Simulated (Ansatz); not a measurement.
System: rock-salt GdN. Method: PBEsol in Ansatz (plane waves, hard PAW).

Settings: plane-wave cutoff 870 eV, 14×14×14 k mesh, Fermi–Dirac smearing 0.05 eV, ferromagnetic start, spin-polarised with parallel moments.

Computed at the level's own relaxed cell.

### Question
Give the computed equilibrium volume per atom, lattice parameter a and magnetic moment (largest site, within a sphere).

### Answer

- equilibrium volume per atom: 14.91 Å³/atom
- lattice parameter a: 4.923 Å
- magnetic moment (largest site, within a sphere): 6.85 μB

The run finds no gap.

Measured, for comparison: equilibrium volume per atom 15.38 Å³/atom (temperature not stated, not corrected to a static lattice; as tabulated in Natali et al. (2013), arXiv:1208.2410); lattice constant a 4.974 Å (temperature not stated, not corrected to a static lattice, our sources range from 4.974 to 4.990; as tabulated in Natali et al. (2013), arXiv:1208.2410). Computed (rounded) less measured: equilibrium volume per atom -3.1 %, lattice constant a -1.0 % (-1.0 % to -1.3 % over the range). A static lattice is as a rule a little smaller and stiffer than an uncorrected measurement, which narrows the difference in the lattice constant a and would widen misses of the other sign.

Note: the 4f shell is treated without U or exact exchange, so its levels and filling can be wrong.

Moments are spin moments.

Spin–orbit coupling is not included.

It cost around 20 core-minutes (rough) of CPU time.

Ansatz is a quantum-chemistry and plane-wave program.
